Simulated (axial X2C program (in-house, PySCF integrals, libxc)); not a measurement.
## Potential curves of ClF⁺, 2c

Calculated with an in-house all-electron X2C program for linear molecules (integrals from PySCF). Two-component (2c) means X2C with spin–orbit coupling and atomic mean-field two-electron Coulomb and Gaunt terms. Basis: Cl dyall-av3z [9s8p3d2f], F dyall-av3z [7s6p3d2f] (cores contracted in-house); Gaussian nuclei, density fitting, unrestricted open shells. Masses: Cl 34.969 u, F 18.998 u.

State: Ω = 3/2 (⟨Sz⟩ = 0.50, ⟨Lz⟩ = 1.00 at BP86). Energies in cm⁻¹ from the fragments at the same level (Cl+ + F). Fits are polynomials in 1 − R0/R over 0.85 to 1.23 times the lowest point R0.

```tsv
R (Å)	BP86
1.3389	-16882
1.4005	-23495
1.4467	-26557
1.4928	-28390
1.5390	-29276
1.5929	-29391
1.6467	-28769
1.7160	-27203
1.8006	-24548
1.9237	-19974
```

The state is one determinant whose occupation by symmetry is held fixed; it was picked as the lowest of a PBE0 search that is not exhaustive. Dissociation energies refer to the lowest single-determinant-based atoms at the same level and basis. Density functionals use the spin component along the axis (collinear). The 2c atoms are single determinants rather than J levels; their spin–orbit lowering is only partly caught, and De is too large by that part. This holds for BP86. Without a current term, density functionals place determinants with orbital angular momentum somewhat too high.

(1) Fit the BP86 curve near its minimum: give the equilibrium distance, the harmonic wavenumber and the well depth.

Results:

(1) At BP86, 2c: Re = 1.573 Å, ωe ≈ 882 cm⁻¹, De = 3.65 eV to Cl+ + F; Be follows as 0.554 cm⁻¹.
